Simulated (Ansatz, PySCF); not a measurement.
Reaction: ClF (SMILES FCl) → F (doublet) + Cl (doublet) (the Cl-F bond breaks)
Each species at its own B3LYP-D3(BJ)/def2-TZVP minimum (Ansatz, an electronic-structure program).

Total energies in hartree (Ansatz). UHF or UKS for unpaired electrons; spin-orbit terms are left out. Correlated methods leave the cores frozen. No relativity.

```tsv
species	HF/cc-pV(T+d)Z	CCSD(T)/cc-pV(T+d)Z	HF/cc-pV(Q+d)Z	CCSD(T)/cc-pV(Q+d)Z	CCSDT(Q)/cc-pV(Q+d)Z
1: ClF (SMILES FCl)	-558.90189	-559.38308	-558.91542	-559.44007	-559.44174
2: F (doublet)	-99.40552	-99.62036	-99.41377	-99.65026	-99.65054
3: Cl (doublet)	-459.48556	-459.67356	-459.48916	-459.69449	-459.69547
```

Q: Work out the bond dissociation energy (enthalpy at 298 K, ideal-gas terms from PySCF's Hessians at B3LYP-D3(BJ)/def2-TZVP) in kJ/mol: take Hartree-Fock from cc-pV(Q+d)Z, extrapolate the CCSD(T) correlation energy as X^-3 (X = 3, 4), and add CCSDT(Q) - CCSD(T) in cc-pV(Q+d)Z. The further terms named in the bracket sum to -0.00045 hartree. 1 hartree = 2625.5 kJ/mol.

A: 
Species 1: correlation (64·(-0.52465) - 27·(-0.48119))/37 = -0.55636; step -0.00167; E1 = -558.91542 + (-0.55636) + (-0.00167) = -559.47345
Species 2: correlation (64·(-0.23649) - 27·(-0.21484))/37 = -0.25229; step -0.00028; E2 = -99.41377 + (-0.25229) + (-0.00028) = -99.66634
Species 3: correlation (64·(-0.20533) - 27·(-0.18800))/37 = -0.21798; step -0.00098; E3 = -459.48916 + (-0.21798) + (-0.00098) = -459.70812
-1·E1 +1·E2 +1·E3 -0.00045 = 0.09854 hartree = 258.7 kJ/mol. From measured enthalpies of formation at 298 K: 61.3 kcal/mol (Active Thermochemical Tables 1.112 (ions: stationary electron), as tabulated in the package chemicals). The calculations leave out spin-orbit terms. The composite differs from it by +2.3 kJ/mol; core, relativistic and spin-orbit terms are not in it.
